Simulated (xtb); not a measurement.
xtb input (GFN2-xTB):

```bash
xtb mol.xyz --gfn 2 --ohess tight --chrg -1 --uhf 0
```
mol.xyz:
```
6

C     -0.01577146    -0.27891183     0.55476634
C      0.01521487    -0.92531027    -0.77025225
C      0.03433403     0.34964813    -0.74867499
H      0.88930082    -0.25097792     1.19157433
H     -0.87543117    -0.28239924     1.16305749
H      0.03449820     1.35039047    -1.29325664
```

Output:

```
           -------------------------------------------------
          |                Calculation Setup                |
           -------------------------------------------------

           -------------------------------------------------
          |                 G F N 2 - x T B                 |
           -------------------------------------------------

        Reference                      10.1021/acs.jctc.8b01176
      * Hamiltonian:
        H0-scaling (s, p, d)           1.850000    2.230000    2.230000
        zeta-weighting                 0.500000
      * Dispersion:
        s8                             2.700000
        a1                             0.520000
        a2                             5.000000
        s9                             5.000000
      * Repulsion:
        kExp                           1.500000    1.000000
        rExp                           1.000000
      * Coulomb:
        alpha                          2.000000
        third order                    shell-resolved
        anisotropic                    true
        a3                             3.000000
        a5                             4.000000
        cn-shift                       1.200000
        cn-exp                         4.000000
        max-rad                        5.000000

          ...................................................
          :                      SETUP                      :
          :.................................................:
          :  # basis functions                  15          :
          :  # atomic orbitals                  15          :
          :  # shells                            9          :
          :  # electrons                        16          :
          :  max. iterations                   250          :
          :  Hamiltonian                  GFN2-xTB          :
          :  restarted?                      false          :
          :  GBSA solvation                  false          :
          :  PC potential                    false          :
          :  electronic temp.          300.0000000     K    :
          :  accuracy                    1.0000000          :
          :  -> integral cutoff          0.2500000E+02      :
          :  -> integral neglect         0.1000000E-07      :
          :  -> SCF convergence          0.1000000E-05 Eh   :
          :  -> wf. convergence          0.1000000E-03 e    :
          :  Broyden damping             0.4000000          :
          :  net charge                         -1          :
          :  unpaired electrons                  0          :
          ...................................................

 iter      E             dE          RMSdq      gap      omega  full diag
   1     -8.0596428 -0.805964E+01  0.589E+00    4.44       0.0  T
   2     -8.0771469 -0.175041E-01  0.430E+00    4.29       1.0  T
   3     -8.0897985 -0.126516E-01  0.221E+00    4.60       1.0  T
   4     -8.0965785 -0.677999E-02  0.398E-01    4.55       1.0  T
   5     -8.0968803 -0.301871E-03  0.163E-01    4.60       1.0  T
   6     -8.0968943 -0.140050E-04  0.795E-02    4.61       1.0  T
[...]
          |                Geometry Summary                 |
           -------------------------------------------------

      molecular mass/u    :       39.0560300
   center of mass at/Å    :        0.0187276      -0.2641704      -0.3041395
  moments of inertia/u·Å² :        0.1500511E+02   0.2223118E+02   0.3389577E+02
rotational constants/cm⁻¹ :        0.1123459E+01   0.7582879E+00   0.4973373E+00

 * 5 selected distances

     #   Z          #   Z                                           value/Å
     1   6 C        3   6 C                                       1.4692257 (max)
     2   6 C        3   6 C                                       1.3307114
     1   6 C        4   1 H                                       1.1118301
     1   6 C        5   1 H                                       1.1119258
     3   6 C        6   1 H                                       1.0901637 (min)

 * 2 distinct bonds (by element types)

   Z      Z             #   av. dist./Å        max./Å        min./Å
   1 H    6 C           3     1.1046398     1.1119258     1.0901637
   6 C    6 C           2     1.3999685     1.4692257     1.3307114

           -------------------------------------------------
          |               Frequency Printout                |
           -------------------------------------------------
 projected vibrational frequencies (cm⁻¹)
eigval :       -0.00    -0.00    -0.00     0.00     0.00     0.00
eigval :      640.31   794.22   905.60   912.41   968.28  1059.49
eigval :     1147.24  1505.02  1643.71  2560.39  2695.45  2843.71
 reduced masses (amu)
   1: 10.48   2: 10.73   3: 10.46   4:  8.95   5: 10.45   6:  9.28   7:  3.56   8: 10.10
   9:  3.46  10:  2.44  11:  3.83  12:  3.46  13: 11.53  14:  2.56  15: 10.60  16:  2.00
  17:  1.28  18:  1.97
 IR intensities (km·mol⁻¹)
   1: 20.18   2: 22.12   3: 18.88   4: 10.60   5: 17.48   6:  0.21   7:  0.62   8:  3.24
   9:  5.73  10:  3.66  11: 12.08  12: 23.74  13:  6.03  14: 71.07  15: 53.97  16:538.01
  17:453.87  18:413.42
 Raman intensities (Ä⁴*amu⁻¹)
   1:  0.00   2:  0.00   3:  0.00   4:  0.00   5:  0.00   6:  0.00   7:  0.00   8:  0.00
   9:  0.00  10:  0.00  11:  0.00  12:  0.00  13:  0.00  14:  0.00  15:  0.00  16:  0.00
Molecule has the following symmetry elements: (sigma)
It seems to be the Cs point group
  17:  0.00  18:  0.00
 output can be read by thermo (or use thermo option).
 writing <g98.out> molden fake output.
 recommended (thermochemical) frequency scaling factor: 1.0
           -------------------------------------------------
          |             Thermodynamic Functions             |
           -------------------------------------------------

cs  symmetry found (for desy threshold:  0.10E+00) used in thermo

          ...................................................
          :                      SETUP                      :
          :.................................................:
          :  # frequencies                          12      :
          :  # imaginary freq.                       0      :
          :  linear?                             false      :
          :  only rotor calc.                    false      :
          :  symmetry                               cs      :
          :  rotational number                       1      :
          :  scaling factor                  1.0000000      :
          :  rotor cutoff                   50.0000000 cm⁻¹ :
          :  imag. cutoff                  -20.0000000 cm⁻¹ :
          :.................................................:

    mode    ω/cm⁻¹     T·S(HO)/kcal·mol⁻¹    T·S(FR)/kcal·mol⁻¹   T·S(vib)
   ------------------------------------------------------------------------
   ------------------------------------------------------------------------

   temp. (K)  partition function   enthalpy   heat capacity  entropy
                                   cal/mol     cal/K/mol   cal/K/mol   J/K/mol
 298.15  VIB   1.12                  265.255      3.677      1.116
         ROT  0.812E+04              888.752      2.981     20.871
         INT  0.910E+04             1154.007      6.657     21.987
         TR   0.236E+27             1481.254      4.968     36.899
         TOT                        2635.2610    11.6256    58.8861   246.3794

       T/K    H(0)-H(T)+PV         H(T)/Eh          T*S/Eh         G(T)/Eh
   ------------------------------------------------------------------------
    298.15    0.419956E-02    0.444681E-01    0.279787E-01    0.164894E-01
   ------------------------------------------------------------------------

         :::::::::::::::::::::::::::::::::::::::::::::::::::::
         ::                  THERMODYNAMIC                  ::
         :::::::::::::::::::::::::::::::::::::::::::::::::::::
         :: total free energy          -7.934392953588 Eh   ::
         ::.................................................::
         :: total energy               -7.950882370550 Eh   ::
         :: zero point energy           0.040268538836 Eh   ::
         :: G(RRHO) w/o ZPVE           -0.023779121874 Eh   ::
         :: G(RRHO) contrib.            0.016489416962 Eh   ::
         :::::::::::::::::::::::::::::::::::::::::::::::::::::

optimized geometry written to: xtbopt.xyz

           -------------------------------------------------
          | TOTAL ENERGY               -7.950882370550 Eh   |
          | TOTAL ENTHALPY             -7.906414275952 Eh   |
          | TOTAL FREE ENERGY          -7.934392953588 Eh   |
          | GRADIENT NORM               0.000427757185 Eh/α |
          | HOMO-LUMO GAP               4.557303730071 eV   |
           -------------------------------------------------

------------------------------------------------------------------------
------------------------------------------------------------------------
 total:
 SCF:
 ANC optimizer:
 analytical hessian:
Note: The following floating-point exceptions are signalling: IEEE_DENORMAL
normal termination of xtb
```

It need not be the lowest isomer of its formula. Whether it binds its extra electron was not tested at this geometry.
